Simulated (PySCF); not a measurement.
How methods differ on the ionisation energy of B

B [He] 2s2 2p1 (2P) → B⁺ [He] 2s2 (1S), as a difference of total energies. All numbers are calculated (PySCF 2.14, scalar relativity by spin-free X2C-1e, in x2c-SVPall (3s2p1d, 14 functions)). Correlated levels: valence: 1s2 frozen. The calculations carry no spin-orbit coupling.

```tsv
method	ionisation energy (eV)	error (eV)
UHF	8.123	-0.174
r2SCAN	8.843	+0.546
MN15	8.241	-0.056
MP2 (valence)	8.205	-0.092
SCS-MP2 (valence)	8.167	-0.130
CCSD (valence)	8.058	-0.239
CCSD(T) (valence)	8.081	-0.216
```

Reference: 8.297 eV (measured; NIST levels, between the centres of gravity of the two terms).

Errors of the correlated levels include the incompleteness of this basis and the frozen core.

The coupled-cluster amplitudes are large for B⁺ (T1 above 0.03 or a double amplitude above 0.15), so a single reference is strained.
